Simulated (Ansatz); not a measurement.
Input for Ansatz (development build ahead of 0.2.0):

```yaml
crystal:
  periodic: [false, false, false]
  atoms:
    - { symbol: C, position_ang: [0.0, 0.00395, -0.78556] }
    - { symbol: C, position_ang: [0.0, -0.00395, 0.78556] }
    - { symbol: C, position_ang: [0.0, 1.20326, -1.59617] }
    - { symbol: C, position_ang: [0.0, -1.20326, 1.59617] }
    - { symbol: H, position_ang: [0.0, -1.05492, -1.31699] }
    - { symbol: H, position_ang: [0.0, 1.05492, 1.31699] }
    - { symbol: H, position_ang: [0.0, 1.15289, -2.77502] }
    - { symbol: H, position_ang: [0.0, 2.27764, -1.10272] }
    - { symbol: H, position_ang: [0.0, -1.15289, 2.77502] }
    - { symbol: H, position_ang: [0.0, -2.27764, 1.10272] }
basis:
  gaussian: { orbitals: def2-TZVP }
hamiltonian:
  xc: hf
```

The input is written out in the form of the current development build from the run's settings.

Results

```yaml
Converged: yes
Total_energy: -154.89835 hartree
Spin_squared_of_the_determinant: 0.000
```

Caution: in another basis set an unrestricted determinant lies well below.
